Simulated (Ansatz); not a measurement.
nitrous oxide (SMILES N#[N+][O-]) moved off its minimum; all values from Ansatz (an electronic-structure program), cores frozen in correlated methods.
(charge 0, multiplicity 1)
```xyz
3

N      0.0073    -0.0515    -1.0438
N      0.0066     0.0649    -0.1661
O     -0.0163     0.0007     1.1114
```

Forces at MP2/aug-cc-pVTZ (eV/Å):

```json
[
 {"atom": "N1", "Fx": "0.164", "Fy": "-8.441", "Fz": "-72.450"},
 {"atom": "N2", "Fx": "-0.301", "Fy": "7.466", "Fz": "75.852"},
 {"atom": "O3", "Fx": "0.137", "Fy": "0.975", "Fz": "-3.402"}
]
```

**Question.** Give the forces (eV/Å), the total energy and the dipole at CCSD(T)/aug-cc-pVTZ.

**Answer.** 
```csv
atom,Fx,Fy,Fz
N1,0.161,-8.416,-72.019
N2,-0.274,7.523,74.236
O3,0.113,0.893,-2.217
```
Energy -184.1698 hartree, dipole 1.65 D.
